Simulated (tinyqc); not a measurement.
Inside a calculation. Method: extended Hueckel theory, for NH3. One step of it, computed by the program tinyqc.

Task: Mulliken analysis. P = C n C^T; charge = valence electrons (H 1, N 5) minus the sum of (P S)_ii on the atom; overlap population = 2 sum P_ij S_ij between two atoms.

coefficients:
```
              MO1        MO2        MO3        MO4        MO5        MO6        MO7
1N 2s    0.804297   0.000001   0.000000   0.148838   0.000000   0.000743   1.362494
1N 2px  -0.000021   0.645914   0.000000   0.000056   0.000000  -1.061020   0.001112
1N 2py   0.000000   0.000000   0.645962   0.000000   1.060559   0.000000   0.000000
1N 2pz   0.033028  -0.000056   0.000000   0.958409   0.000000  -0.000248  -0.528204
2H 1s    0.117627   0.437926   0.000000  -0.065618   0.000000   1.068279  -0.779066
3H 1s    0.117509  -0.219117   0.379371  -0.065613  -0.925312  -0.535097  -0.776774
4H 1s    0.117509  -0.219117  -0.379371  -0.065613   0.925312  -0.535097  -0.776774
```

occupations: 2.000000  2.000000  2.000000  2.000000  0.000000  0.000000  0.000000

overlap S, lower triangle:
```
           1N 2s     1N 2px     1N 2py     1N 2pz     2H 1s     3H 1s     4H 1s
1N 2s   1.000000
1N 2px  0.000000   1.000000
1N 2py  0.000000   0.000000   1.000000
1N 2pz  0.000000   0.000000   0.000000   1.000000
2H 1s   0.521967   0.425228   0.000000  -0.188392  1.000000
3H 1s   0.521602  -0.212647   0.368098  -0.188204  0.229141  1.000000
4H 1s   0.521602  -0.212647  -0.368098  -0.188204  0.229141  0.229069  1.000000
```

Give: charges; Overlap populations.

Result:

charges: 1N -0.900, 2H 0.300, 3H 0.300, 4H 0.300

Overlap populations:
```
pair      value
2-1    0.702732
3-1    0.702437
3-2   -0.071335
4-1    0.702437
4-2   -0.071335
4-3   -0.071284
```
